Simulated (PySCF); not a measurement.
NO2, SMILES [O]N=O (connectivity only; charge and spin as stated), charge -1, multiplicity 1. Atoms are numbered in the order given.

```xyz
3

O      0.0000     1.0684    -0.2003
N      0.0000     0.0000     0.4579
O      0.0000    -1.0684    -0.2003
```
Charge -1, spin multiplicity 1.

The structure is a stationary point at B3LYP-D3(BJ)/def2-TZVPD. The spin state was assumed, not searched. The isomer is the one that the SMILES or the coordinates give; other isomers of the formula were not compared.

Level of theory: B3LYP/def2-TZVPD in PySCF.

Symmetry labels are those of the subgroup C2v that the program uses (full group C2v).

Question: List the valence orbital energies around the gap with their symmetry. (The exact figures need the calculation; the answer reports its results.)

Answer: 
```tsv
orbital	symmetry	energy (eV)
HOMO−7	B2	-20.61
HOMO−6	A1	-10.14
HOMO−5	B2	-6.71
HOMO−4	B1	-6.35
HOMO−3	A1	-6.21
HOMO−2	A2	-1.78
HOMO−1	B2	-1.16
HOMO	A1	0.01
LUMO	B1	5.08
LUMO+1	B2	5.24
LUMO+2	A1	5.36
LUMO+3	A1	6.10
```
